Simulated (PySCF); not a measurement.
Geometries of 3 isomers of [C5H9N2]+ (charge +1), from PBE0-D3(BJ)/def2-SVP geometry optimisation, gas phase in PySCF. One conformer each, no zero-point energy, no frequencies.

Question: Which is lowest in electronic energy at this level?
A.
```xyz
16
angstrom
C     -2.442   -0.508    0.133
N     -1.068   -0.041    0.023
C     -0.682    1.226   -0.346
C      0.681    1.248   -0.330
N      1.100   -0.006    0.048
C      2.486   -0.425    0.201
C      0.026   -0.767    0.256
H     -2.974    0.080    0.892
H     -2.442   -1.563    0.429
H     -2.946   -0.406   -0.837
H     -1.402    2.005   -0.589
H      1.380    2.050   -0.558
H      3.017   -0.296   -0.751
H      2.514   -1.481    0.489
H      2.970    0.177    0.982
H      0.039   -1.811    0.565
```
B.
```xyz
16
angstrom
N     -3.660    0.086   -0.051
C     -2.435   -0.254    0.305
C     -1.264    0.277   -0.215
C     -0.024   -0.164    0.243
C      1.214    0.292   -0.202
C      2.387   -0.223    0.330
N      3.611    0.133   -0.014
H     -3.830    0.790   -0.762
H     -4.472   -0.347    0.374
H     -2.372   -1.025    1.082
H     -1.315    1.047   -0.991
H     -0.023   -0.938    1.022
H      1.263    1.063   -0.978
H      2.326   -0.994    1.106
H      4.424   -0.289    0.419
H      3.779    0.838   -0.724
```
C.
```xyz
16
angstrom
C     -1.471   -1.177   -0.050
N     -0.086   -0.753   -0.058
C      1.018   -1.503   -0.188
C      2.127   -0.669   -0.156
C      1.616    0.613   -0.001
N      0.278    0.538    0.055
C     -0.683    1.610    0.217
H     -1.960   -0.888    0.891
H     -2.013   -0.751   -0.906
H     -1.482   -2.270   -0.131
H      0.943   -2.584   -0.296
H      3.173   -0.957   -0.236
H      2.120    1.576    0.074
H     -1.249    1.485    1.151
H     -0.123    2.550    0.264
H     -1.369    1.648   -0.640
```

Answer: A. That is `CN1C=C[N+](C)=C1`, 7.9 kcal/mol below the next.

```json
{"SMILES": "Cn1cc[n+](C)c1", "atoms numbered as above": "[CH3:1][n:2]1[cH:3][cH:4][n+:5]([CH3:6])[cH:7]1", "E (Eh)": "-304.66471", "relative (kcal/mol)": "0.0", "relative (kJ/mol)": "0.0", "dipole about centre of mass (D)": "0.88"}
{"SMILES": "N/C=C/C=C/C=[NH2+]", "atoms numbered as above": "[NH2:1]/[CH:2]=[CH:3]/[CH:4]=[CH:5]/[CH:6]=[NH2+:7]", "E (Eh)": "-304.65214", "relative (kcal/mol)": "7.9", "relative (kJ/mol)": "33.0", "dipole about centre of mass (D)": "0.38"}
{"SMILES": "Cn1ccc[n+]1C", "atoms numbered as above": "[CH3:1][n:2]1[cH:3][cH:4][cH:5][n+:6]1[CH3:7]", "E (Eh)": "-304.63412", "relative (kcal/mol)": "19.2", "relative (kJ/mol)": "80.3", "dipole about centre of mass (D)": "1.49"}
```

As drawn, the highest has an N–N linkage, which the lowest lacks.
